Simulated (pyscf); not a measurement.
# Four-centre exchange: H₂N–Ti(Cl)(Cl)–Cl (SMILES [NH2][Ti]([Cl])([Cl])[Cl]) + HO–SiH₃ (SMILES O[SiH3]) → NH₃ (SMILES N) + H₃Si–O–Ti(Cl)(Cl)–Cl (SMILES [SiH3][O][Ti]([Cl])([Cl])[Cl])

Gas phase, singlet surface, charge 0. Bonds broken: N1–Ti2, O8–H10. Bonds formed: N1–H10, Ti2–O8. PySCF, gas phase, ωB97X-D3(BJ)/def2-SVP geometries.

Transition state (Å):

```xyz
13

N      0.0134    -0.4751    -1.4382
Ti    -1.5261    -0.4696    -0.1377
Cl    -2.0972    -2.4995    -0.7503
Cl    -3.2115     0.7074    -0.8042
Cl    -1.4715    -0.8197     2.0384
H     -0.3189    -0.3810    -2.4014
H      0.5732    -1.3290    -1.4023
O     -0.2886     1.1489     0.2031
Si     0.1426     2.0303     1.5799
H      0.2610     0.6922    -0.6143
H     -1.1070     2.4223     2.2739
H      1.0207     1.2158     2.4603
H      0.8834     3.2363     1.1178
```

One imaginary mode, 626i cm⁻¹; descent along it reached the two sides named, in the forms told below.

```csv
bond,change,reactant side (Å),saddle,product side
N1–Ti2,breaks,1.823,2.015,2.255
O8–H10,breaks,0.970,1.086,2.9
N1–H10,forms,3.2,1.450,1.021
Ti2–O8,forms,2.223,2.066,1.746
```

Electronic energies relative to the separated reactants (kcal/mol):

| level | barrier | reaction energy | reverse barrier |
|---|---|---|---|
| ωB97X-D3(BJ)/def2-TZVP | -2.4 | -20.2 | 17.8 |
| PBE/def2-TZVP | 0.7 | -19.2 | 19.9 |
| r²SCAN/def2-TZVP | -1.6 | -19.9 | 18.3 |
| B3LYP-D3(BJ)/def2-TZVP | -1.3 | -20.7 | 19.4 |
| PBE0-D3(BJ)/def2-TZVP | -1.9 | -19.5 | 17.6 |
| M06-2X/def2-TZVP | -1.7 | -18.4 | 16.7 |
| ωB97M-D3(BJ)/def2-TZVP | 1.0 | -19.1 | 20.0 |
| HF/def2-TZVP | 14.4 | -21.3 | 35.7 |

With ωB97M-D3(BJ)/def2-TZVP energies and thermal terms (ideal gas, 1 atm, RRHO with modes under 100 cm⁻¹ raised to 100, one conformer, R ln 2 for chiral ones without a mode under 150 cm⁻¹), in kcal/mol:

```csv
T (K),ΔH‡,ΔG‡,ΔH,ΔG
298,0.4,14.1,-17.8,-15.8
600,0.5,28.0,-18.1,-13.6
900,1.0,41.7,-18.5,-11.3
1200,1.6,55.1,-18.7,-8.9
```

On the reactant side the descent ends in an adduct with a O–Ti contact, 14.2 kcal/mol under the separated species and 11.8 kcal/mol under the saddle at ωB97X-D3(BJ)/def2-TZVP. On the product side the descent ends in an adduct with a N–Ti contact, 20.4 kcal/mol under the separated species and 38.2 kcal/mol under the saddle at ωB97X-D3(BJ)/def2-TZVP. At ωB97X-D3(BJ), r²SCAN, B3LYP-D3(BJ), PBE0-D3(BJ), M06-2X the saddle lies under the separated reactants, which points to a path from their complex (located at ωB97X-D3(BJ) alone). What is counted as formed (O–Ti) is already present as a longer contact in the reactant adduct; forming that adduct is a step of its own. What is counted as broken (N–Ti) persists as a longer contact in the product adduct; parting that adduct is a step of its own. This is the saddle that the search found; another between the same sides may lie lower.
